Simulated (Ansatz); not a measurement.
Cost and result for the atomization energy of C₃H₅NS, SMILES `C1=NCCS1` (10 atoms, 10 bonds).

Z-matrix (Å, degrees):
```
C
N 1 1.452
C 1 1.535 2 110.3
H 1 1.097 2 107.4 3 -121.0
H 1 1.092 2 109.9 3 122.8
C 2 1.261 1 111.4 3 18.7
S 3 1.813 1 104.8 2 -24.6
H 3 1.092 1 112.0 2 92.8
H 3 1.089 1 112.6 2 -144.0
H 6 1.087 2 122.6 1 175.9
```

Charge 0, multiplicity 1. Geometry: relaxed with PBE0-D4/def2-TZVP. Program: Ansatz. All runs use 4 threads of an Arm Neoverse V1 on a shared host. Times are those of one run each, without the atoms' runs, and a repeat can differ threefold. Electronic energies, without spin–orbit coupling; frozen cores. CCSD(T)/CBS adds CCSD(T) − MP2 in def2-TZVPP to the MP2 limit, and its time is that of the two runs behind it. T1 = 0.014. B3LYP takes the VWN-RPA correlation (the form of Gaussian; ORCA's B3LYP/G).

CCSD(T)/CBS is a level of theory with its own doubt, some kJ/mol a heavy atom from the limit and from the frozen cores, so smaller differences don't rank the functionals.

```json
{"level": "PBE-D4/def2-TZVPP (with forces)", "functions": "236", "wall time": "2.3 s"}
{"level": "PBE0-D4/def2-TZVPP", "functions": "236", "wall time": "2.6 s"}
{"level": "B3LYP-D4/def2-TZVPP (with forces)", "functions": "236", "wall time": "4 s"}
{"level": "r2SCAN-D4/def2-TZVPP (with forces)", "functions": "236", "wall time": "4.5 s"}
{"level": "B2PLYP/def2-TZVPP", "functions": "236", "wall time": "4.8 s"}
{"level": "ωB97X-V/def2-TZVPP", "functions": "236", "wall time": "7 s"}
{"level": "ωB97M-V/def2-TZVPP (with forces)", "functions": "236", "wall time": "10 s"}
{"level": "MP2/def2-QZVPP", "functions": "448", "wall time": "21 s"}
{"level": "CCSD(T)/def2-TZVPP", "functions": "236", "wall time": "100 s"}
{"level": "CCSD(T)/CBS(def2)", "functions": "–", "wall time": "2.1 min"}
```

(1) What atomization energy does each give, and how far from CCSD(T)/CBS? (Best estimate.)

## Answers

(1) Ansatz gave: 
```csv
level,atomization (kJ/mol),difference from CCSD(T)/CBS,per bond
PBE-D4/def2-TZVPP (with forces),4200.6,167.1,16.7
PBE0-D4/def2-TZVPP,4097.7,64.2,6.4
B3LYP-D4/def2-TZVPP (with forces),4046.9,13.4,1.3
r2SCAN-D4/def2-TZVPP (with forces),4060.0,26.5,2.6
B2PLYP/def2-TZVPP,4000.8,-32.7,-3.3
ωB97X-V/def2-TZVPP,4060.3,26.8,2.7
ωB97M-V/def2-TZVPP (with forces),4062.8,29.3,2.9
MP2/def2-QZVPP,4076.5,43.0,4.3
CCSD(T)/def2-TZVPP,3918.5,-115.0,-11.5
CCSD(T)/CBS(def2),4033.5,0.0,0.0
```

In def2-TZVPP, CCSD(T) changes the Hartree–Fock value by +1110.1 kJ/mol (the triples alone add +83.6 kJ/mol) and MP2 by +1200.3 kJ/mol; breaking electron pairs costs correlation energy, which Hartree–Fock lacks. From PBE to PBE0 (25 % exact exchange), in def2-TZVPP and without D4, the atomization energy moves by −98.9 kJ/mol: exact exchange takes away binding that semilocal exchange gives to molecules. The D4 term adds +37.6 kJ/mol with B3LYP and +19.3 kJ/mol with PBE0; it sums over pairs of atoms, weighted by their polarisabilities, and B3LYP, whose exchange is more repulsive, gets the larger term.
